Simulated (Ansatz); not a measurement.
Correlation energies of C₂H₄O₂S, SMILES `O=COCS` by basis set

```xyz
9

O     1.9958    0.3274    0.7970
C     1.1137    1.0911    0.5362
O    -0.0603    0.7683   -0.0093
C    -0.2353   -0.6258   -0.2862
S    -1.7081   -0.8899   -1.2565
H     1.1449    2.1766    0.7078
H     0.6065   -0.9935   -0.8744
H    -0.2684   -1.1791    0.6518
H    -2.5889   -0.6750   -0.2664
```

The species carries charge 0 and has multiplicity 1. Geometry: relaxed with PBE0-D4/def2-TZVP. It is one conformer, not always the lowest. Frozen core, restricted reference, the Gaussian-basis code of Ansatz. CBS rows extrapolate triple and quadruple zeta; past MP2 they add the triple-zeta difference.

```json
{"basis": "def2-SVP", "HF (Eh)": "-625.01272", "MP2 corr.": "-0.76117"}
{"basis": "def2-TZVPP", "HF (Eh)": "-625.42534", "MP2 corr.": "-0.96522"}
{"basis": "def2-QZVPP", "HF (Eh)": "-625.44712", "MP2 corr.": "-1.03961"}
```

**Question.** Estimate the CCSD correlation energy and the (T) correction in each basis where they were run (hartree).

**Answer.** 
| basis | CCSD corr. | (T) |
| --- | --- | --- |
| def2-SVP | -0.79926 | -0.02474 |
| def2-TZVPP | -0.99472 | -0.04347 |
| CBS(def2) | -1.12422 | as TZ |
